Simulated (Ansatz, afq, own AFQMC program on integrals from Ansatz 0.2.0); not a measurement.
CH₄, triplet: AFQMC among the cluster methods

```xyz
5

H    -1.9779    0.0000    0.0000
H    -0.9399    0.0000    0.0000
C     0.1501    0.0000    0.0000
H     0.5646    0.0000    0.9962
H     0.5646    0.0000   -0.9962
```

Basis cc-pVTZ. Only valence electrons are correlated. AFQMC by an in-house program on the Cholesky factors that Ansatz 0.2.0 writes for its CCSD(T) run. ph-AFQMC/CISD is guided by a CISD state made of CCSD amplitudes; releasing the constraint for a short imaginary time cuts its bias at the price of noise, slowly where states lie close. ± is one standard error of the sampling.

Determinant: UHF, the one that the program's search chose, which needn't be the lowest solution. The geometry is a point of a scan.

No full CI on the walks' own integrals is used here; CCSDT(Q) serves as the reference and is uncertain by about the last step of the cluster series.

Cautions: lower spins were not checked; the released energies move by 1.5 errors or more from one time to the next, so no released level is given (meV from the phaseless value at times in 1/Eh: 2 ± 3 at 0.24, 0.9 ± 1.8 at 0.51, -2.4 ± 1.7 at 0.99, -1 ± 3 at 1.62, -8 ± 4 at 2.40), though the last usable value meets CCSDT(Q) within the noise.

The T1 diagnostic is 0.0119. The weight of the determinant in the CISD state is 0.930 and the ⟨S²⟩ of the determinant is 2.026. The size of the correlated space is 8 electrons in 85 orbitals.

```tsv
level	correlation energy (eV)
MP2	-4.5167
CCSD	-5.1465
CCSD(T)	-5.2901
```

Q: Estimate where phaseless AFQMC with a CISD trial lies against CCSD(T) on the same integrals.

A: 1.4 ± 0.3 kJ/mol below CCSD(T).

Reference: CCSDT(Q), correlation energy -5.309 eV.

```
        level  E − E(reference) (kJ/mol)  share of correlation (%)
      CCSD(T)                        1.8                     99.64
        CCSDT                        0.4                     99.93
ph-AFQMC/CISD                  0.4 ± 0.3                     99.91
```

A walk keeps the symmetry of its determinant, which the program's search chose and which needn't be the lowest solution, so a lower state of the same spin and another symmetry isn't excluded.
